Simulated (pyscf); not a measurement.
Hydrogen abstraction: H₃C–SiH•–SiH₃ + H₂ -> H₃C–SiH₂–SiH₃ + H•

Gas phase, doublet surface, charge 0. Bonds broken: H3–H4. Bonds formed: Si1–H4. Structures and frequencies: ωB97X-D3(BJ)/def2-SVP in PySCF.

Transition state (Å):

```xyz
12

Si    -0.1894     0.2463    -0.6603
Si     1.1465     2.1556    -0.5153
H     -2.2912     0.6545    -2.5251
H     -1.3064     0.5140    -1.7312
H      0.6178    -0.9131    -1.1506
H      2.2351     1.9560     0.4893
H      0.3143     3.3180    -0.0810
H      1.7657     2.4733    -1.8358
C     -1.0074    -0.1536     0.9904
H     -1.6190     0.6949     1.3354
H     -0.2480    -0.3640     1.7605
H     -1.6609    -1.0356     0.9028
```

One imaginary mode, 847i cm⁻¹; descent along it reached the two sides named.

| bond | change | reactant side (Å) | saddle | product side |
|---|---|---|---|---|
| H3–H4 | breaks | 0.761 | 1.273 | 3.4 |
| Si1–H4 | forms | 3.2 | 1.570 | 1.495 |

Electronic energies relative to the separated reactants (kcal/mol):

| level | barrier | reaction energy | reverse barrier |
|---|---|---|---|
| ωB97X-D3(BJ)/def2-TZVP | 17.8 | +13.9 | 3.9 |
| PBE/def2-TZVP | 16.0 | +16.4 | -0.4 |
| r²SCAN/def2-TZVP | 16.2 | +17.9 | -1.7 |
| B3LYP-D3(BJ)/def2-TZVP | 16.9 | +17.4 | -0.5 |
| PBE0-D3(BJ)/def2-TZVP | 15.9 | +14.8 | 1.1 |
| M06-2X/def2-TZVP | 21.1 | +16.6 | 4.5 |
| ωB97M-D3(BJ)/def2-TZVP | 17.7 | +13.8 | 3.9 |
| HF/def2-TZVP | 20.5 | +8.9 | 11.5 |

With ωB97M-D3(BJ)/def2-TZVP energies and thermal terms (ideal gas, 1 atm, RRHO with modes under 100 cm⁻¹ raised to 100, one conformer, R ln 2 for chiral ones without a mode under 150 cm⁻¹), in kcal/mol:

| T (K) | ΔH‡ | ΔG‡ | ΔH | ΔG |
|---|---|---|---|---|
| 298 | 15.3 | 22.9 | +12.7 | +14.2 |
| 600 | 15.1 | 30.7 | +12.8 | +15.8 |
| 900 | 15.4 | 38.5 | +13.3 | +17.1 |
| 1200 | 16.0 | 46.1 | +14.0 | +18.3 |

At PBE, r²SCAN, B3LYP-D3(BJ) this geometry lies under the product side: in single points on another level's saddle the reverse barrier vanishes, and the forward threshold there is about the reaction energy. This is the saddle that the search found; another between the same sides may lie lower. The angle at the transferred H is 174°.
